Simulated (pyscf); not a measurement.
Thermochemistry of product channels of •O–Al=O (SMILES [O][Al]=[O]) + H• (SMILES [H]) on the triplet surface, in eV, from ωB97M-D3(BJ)/def2-TZVP energies (ideal gas, 1 atm, RRHO with modes under 100 cm⁻¹ raised to 100, one conformer, R ln 2 for chiral ones without a mode under 150 cm⁻¹). PySCF, gas phase, ωB97X-D3(BJ)/def2-SVP geometries.

```tsv
products	ΔE	ΔH(298 K)	ΔG(298 K)	ΔG(1200 K)
OH• (SMILES [OH]) + [O=Al]• (SMILES [O]=[Al])	-0.70	-0.55	-0.67	-0.93
O (SMILES [O]) [triplet] + O=AlH (SMILES [O]=[AlH])	+0.57	+0.67	+0.62	+0.54
```

These are energies of the channels, which say nothing of barriers. O=AlH lies 1.90 eV over its isomer HO–Al [singlet] (electronic energy, ωB97M-D3(BJ)). Left out: orbital degeneracy and the spin-orbit lowering of OH, O. The term symbol of open-shell O=Al, •O–Al=O was not checked; spin-orbit terms and orbital degeneracy are left out.
